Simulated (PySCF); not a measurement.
## Ionisation of 3-butenenitrile

System: 3-butenenitrile, `C=CCC#N` (C4H5N). Non-hydrogen atoms are numbered in `[CH2:1]=[CH:2][CH2:3][C:4]#[N:5]`.

These are calculated values, ωB97X-D3(BJ)/ma-def2-TZVP in PySCF (grid level 2) at geometries from PBE0-D3(BJ)/def2-SVP. ωB97X-D3(BJ) is ωB97X-V with D3(BJ) in place of VV10. Zero-point and thermal terms (298.15 K, 1 bar) come from unscaled PBE0-D3(BJ)/def2-SVP harmonic frequencies, with soft modes damped to free rotors in the entropy.

Frontier levels of the parent: HOMO -10.71 eV, LUMO 0.91 eV.

Oxidation to the radical cation:
| Quantity | Value |
| --- | --- |
| Vertical ionisation energy (electronic) | 10.66 eV |
| Adiabatic ionisation energy (with zero-point energy) | 10.34 eV |
| Adiabatic, electronic part | 10.39 eV |
| Vertical gap at the product's structure | 9.57 eV |
| Inner reorganisation energy (four-point) | 1089 meV |
| Relaxation of product / of parent | 264 / 825 meV |
| ⟨S²⟩ of the product | 0.766 |
| Largest spin populations | C1 0.54, C2 0.27, N5 0.24 |
| Largest changes of atomic charge | C1 0.24, C2 0.21, N5 0.17 |
| Distances that move most (Å) | C1–C2 1.331 → 1.395; C4–N5 1.157 → 1.169; C2–C3 1.505 → 1.495; C3–C4 1.461 → 1.455 |
| Potential in dichloromethane | 7.93 V absolute, 3.23 V against Fc+/Fc computed at 4.70 V (solvation -26 → -257 kJ/mol) |

Solvents are IEF-PCM continua (electrostatics only, gas-phase structures); absolute potentials refer to an electron at rest in vacuum. Fc+/Fc in dichloromethane, 4.70 V, is ωB97X-D3(BJ)/ma-def2-TZVP on PBE0-D3(BJ)/def2-SVP structures with GFN2-xTB thermal terms. Benchmark calculations put it near 5.0 V in acetonitrile and DMSO, so it is about 0.3 V low, and the value against it can read up to that much too high.

Measured values (NIST Chemistry WebBook, evaluated or the median of agreeing entries): vertical ionisation energy 10.55 eV (computed 10.66, difference 0.11); adiabatic ionisation energy 10.20 eV (computed 10.34, difference 0.14).

Run with `OMP_NUM_THREADS=1 python redox_run.py task.json out` on 1 thread of Arm Neoverse V1, a shared host. Structures, frequencies and single points: 7.2 min of wall time.
